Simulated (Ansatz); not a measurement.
Born–Oppenheimer molecular dynamics of CH$_{6}$Si (8 atoms, charge 0, multiplicity 1). It starts at the highest image of a converged band, a first-order saddle point between two minima.

These are results of RKS revPBE-D4/def2-TZVP in Ansatz 0.2.0, not measurements.

```yaml
ensemble: NVE (velocity Verlet)
time_step: 0.5 fs
steps_asked: 200
starting_velocities_drawn_for: 300 K
seed: 3282
```

First frame:

```xyz
8
Properties=species:S:1:pos:R:3
Si 0.257 0.022 -0.517
C 1.012 0.007 1.718
H 0.017 -0.127 2.147
H 1.666 -0.842 1.938
H 1.455 0.966 2.006
H 1.587 0.110 0.234
H -0.655 1.136 -0.079
H -0.436 -1.272 -0.185
```

Task: How far do the bonds stretch over the last three quarters of this one trajectory? (Pairs bonded in most of those frames.)

Result: 
```csv
bond,mean (Å),spread (Å),shortest,longest
Si1–H7,1.541,0.012,1.52,1.56
Si1–H8,1.540,0.024,1.51,1.58
C2–H3,1.109,0.016,1.06,1.15
C2–H4,1.101,0.027,1.05,1.16
C2–H5,1.101,0.037,1.04,1.17
C2–H6,1.115,0.075,1.00,1.23
```

Mean temperature of the second half: 696 K. The conserved energy stayed within 0.37 meV per atom of its start (net change 0.13 meV per atom), so the integration is sound. The kinetic energy rose, since the run started high on the potential surface and went downhill. It ends in pieces (CH4 + H2Si), so much of that is their flight and rotation, not heat. A run of 0.1 ps of so small a system gives no equilibrium averages. The orbitals stay closed-shell, which can raise the energy where a bond breaks towards radicals; this wasn't checked here.

Time of the run: 3.3 min on 2 threads of Arm Neoverse V1 (shared host), peak memory 0.14 GiB.
